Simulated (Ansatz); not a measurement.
Reaction (hydrogenolysis of a C–C bond): `CC(Cl)CCCl` + H₂ → `CC(C)Cl` + `CCl`

Isolated molecules relaxed with PBE0-D4/def2-TZVP in Ansatz; ΔE leaves out vibrations. CCSD(T)/CBS adds triple-zeta CCSD(T) − MP2 to the extrapolated MP2 energy (def2 sets, frozen cores). This one scheme is used for every species. DFT in def2-TZVPP. One conformer a species, not always the lowest.

```tsv
level	ΔE (eV)
CAM-B3LYP-D4	-0.60
ωB97M-V	-0.56
BLYP	-0.73
r2SCANh	-0.60
r2SCAN0	-0.61
HF/def2-SVP	-0.80
CCSD/def2-SVP	-0.55
SCS-MP2/def2-TZVPP	-0.55
```

(1) What does CCSD(T)/CBS give? (Best estimate.)

Largest T1 diagnostic among the species: 0.009.

## Answers

(1) Ansatz gave: -0.53 eV. The listed levels differ from it by -0.07, -0.03, -0.20, -0.07, -0.08, -0.27, -0.02, -0.02 eV.

The D4 term adds +0.13 eV with B3LYP and +0.08 eV with PBE0; it sums over pairs of atoms, weighted by their polarisabilities, and B3LYP, whose exchange is more repulsive, gets the larger term. In def2-TZVPP, CCSD(T) changes the Hartree–Fock value by +0.29 eV (the triples alone add +0.06 eV) and MP2 by +0.34 eV.

B3LYP here is the variant with VWN-RPA as its local correlation; programs differ in this.
